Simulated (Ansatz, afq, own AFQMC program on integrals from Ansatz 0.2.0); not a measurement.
**AlBH, quartet: a scan with AFQMC**

```yaml
atoms:
  - { symbol: B, position_ang: [0.0000, 0.0000, 1.8170] }
  - { symbol: Al, position_ang: [0.0000, 0.0000, -0.1200] }
  - { symbol: H, position_ang: [0.0000, 0.0000, -1.6970] }
```

The B1–Al2 distance is changed with both sides rigid. Energies in mEh count from this geometry (1.937 Å) at the same level; the start stands on UHF, each point on the determinant named.

Basis 6-31G. Only valence electrons are correlated. Integrals, coupled cluster, full CI and functionals: Ansatz 0.2.0; the random walks run on the same integrals in our own AFQMC program. The CISD trial takes its coefficients from CCSD amplitudes. Released means that phaseless walkers are propagated on without the constraint, phases kept. Uncertainties: one standard error, sampling alone.

Cautions, each for one point or more: cluster runs in doubt by the program's own checks; lower spins were not checked; strong correlation; the search met a lower determinant of the same kind, perhaps of another symmetry, and this one is a saddle point; unrestricted determinant slightly spin contaminated.

| r(B1–Al2) / Å | det. | T1 | weight | ⟨S²⟩ | CCSD(T) | ph-AFQMC/CISD | FCI | CCSDT(Q) | B3LYP | HF |
| --- | --- | --- | --- | --- | --- | --- | --- | --- | --- | --- |
| 1.535 | UHF | 0.019 | 0.93 | 3.75 | 110.8 | 110.5 ± 0.09 | 111.2 | 111.1 | 101.1 | 101.1 |
| 2.349 | UHF | 0.052 | 0.86 | 3.77 | 21.7 | 22.0 ± 0.09 | 20.7 | 20.9 | 26.9 | 37.3 |
| 3.028 | UHF | 0.086 | 0.73 | 3.82 | 79.5 | 80.3 ± 0.1 | 76.3 | 76.2 | 88.8 | 79.4 |
| 4.211 | UHF | 0.016 | 0.91 | 3.76 | 96.4 | 96.7 ± 0.09 | 96.5 | 96.6 | 112.0 | 85.8 |
| 6.724 | UHF† | 0.014 | 0.91 | 3.75 | 97.4 | 97.7 ± 0.08 | 98.3 | 98.2 | 113.7 | 86.3 |

Weight is that of the determinant in the CISD state; at the start T1 is 0.026 and the weight 0.91, and ⟨S²⟩ is 3.75. A dagger marks points whose determinant fills other symmetries than the start's, so the wave-function levels may follow another state there, or a degenerate partner. Largest departures from full CI: CCSD(T) 3.3 mEh at 3.028 (on UHF), ph-AFQMC/CISD 4.0 mEh at 3.028 (on UHF), CCSDT(Q) 0.2 mEh at 2.349 (on UHF), B3LYP 15.5 mEh at 4.211, HF 16.6 mEh at 2.349 (on UHF). Functionals count only at points shown to share the start's state and spin. In this small basis the wave-function levels are far from their limit, so their gap to the functionals isn't the functionals' error. In total energy ph-AFQMC/CISD lies 23.6 ± 2.1 meV above full CI at the start, so its agreement along the curve rests in part on cancellation.

Some points may be missing: those where a free walk finds a much lower state, and past Zn most of those on another determinant than at the start.

CCSDT and higher add their correlation energy to the determinant of the CCSD(T) run, since their own runs factorise the integrals more tightly (a shift of under 2 meV). A walk keeps the symmetry of its determinant, which the program's search chose and which needn't be the lowest solution, so a lower state of the same spin and another symmetry isn't excluded.
